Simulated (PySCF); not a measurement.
F: ionisation energy

F [He] 2s2 2p5 (2P) → F⁺ [He] 2s2 2p4 (3P), as a difference of total energies. All numbers are calculated (PySCF 2.14, the non-relativistic Hamiltonian (point nucleus), in aug-cc-pVDZ). Correlated levels: valence: 1s2 frozen. The calculations carry no spin-orbit coupling.

```tsv
method	ionisation energy (eV)
UHF	15.767
MP2 (valence)	17.167
SCS-MP2 (valence)	17.117
CCSD (valence)	17.085
CCSD(T) (valence)	17.115
CCSDT (valence)	17.117
```

Question: How much does correlation contribute at CCSD(T) (valence)?

Answer: 17.115 − (15.767) = 1.348 eV, measured against UHF.

Errors of the correlated levels include the incompleteness of this basis and the frozen core.

For comparison: 17.427 eV (measured; NIST levels, between the centres of gravity of the two terms).
